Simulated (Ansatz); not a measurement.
This geometry of AlH3 + H4Si (9 atoms, charge 0, multiplicity 1) is a first-order saddle point.

Level of theory: RKS r2SCAN-D4/def2-SVP in Ansatz 0.2.0.

```xyz
9
Properties=species:S:1:pos:R:3
Al -0.118 -0.135 0.012
H 0.286 0.368 1.593
H 1.152 0.043 -0.908
H -1.675 0.032 -0.186
Si 0.143 -2.572 0.972
H -0.206 -3.275 -0.305
H 1.521 -2.990 1.371
H -0.831 -3.006 2.020
H 0.270 -0.759 1.523
```

Problem. Which two structures does it join? (They come from a converged band through this point; their orientation in space is the band's.)

Solution. Bonds broken: Al1–H2, Si5–H9. Bonds formed: Al1–Si5, H2–H9. AlH3 + H4Si becomes AlH5Si + H2.

Image 0:

```xyz
9
Properties=species:S:1:pos:R:3
Al -0.047 0.208 0.170
H 0.435 1.157 1.354
H 1.057 -0.556 -0.698
H -1.545 0.254 -0.366
Si 0.155 -2.707 1.099
H -0.306 -3.108 -0.253
H 1.632 -2.722 1.237
H -0.499 -3.525 2.159
H -0.340 -1.296 1.388
```

Image 6:

```xyz
9
Properties=species:S:1:pos:R:3
Al -0.119 -0.535 -0.106
H 0.145 0.734 1.604
H 1.113 0.198 -0.796
H -1.575 0.097 -0.227
Si 0.136 -2.813 0.791
H -0.213 -3.823 -0.262
H 1.535 -3.113 1.240
H -0.769 -3.071 1.958
H 0.289 0.031 1.890
```

Problem. How far does it lie above each of them?

Solution. 0.99 eV above the first and 0.75 eV above the second. This is the barrier of this one path; another mechanism may lie lower. The orbitals stay closed-shell, which can raise the energy where a bond breaks towards radicals; this wasn't checked here.

The run took 2.2 min on 2 threads of Arm Neoverse V2, on a shared host, peak memory 0.14 GiB.
